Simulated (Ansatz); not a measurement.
Z-matrix (Å, degrees):
```
C
O 1 1.408
H 1 1.095 2 111.0
H 1 1.089 2 106.6 3 119.3
H 1 1.095 2 111.0 3 -121.4
C 2 1.344 1 116.4 3 60.7
C 6 1.330 2 128.1 1 -0.0
H 6 1.085 2 110.2 1 -180.0
H 7 1.081 6 123.6 2 0.0
H 7 1.081 6 118.7 2 180.0
```

The species carries charge 0 and has multiplicity 1.

(1) List the ωB97M-V/def2-TZVPP orbital energies in eV (Ansatz). (An estimate is asked.)

## Answers

(1) The calculation gave: Occupied: -526.96, -282.95, -282.80, -280.91, -32.74, -24.09, -22.51, -18.59, -17.06, -15.94, -15.81, -13.99, -13.04, -12.29, -12.05, -8.99. Lowest empty: 3.02, 3.03, 3.76, 4.11, 4.52, 4.85, 5.06, 5.60.
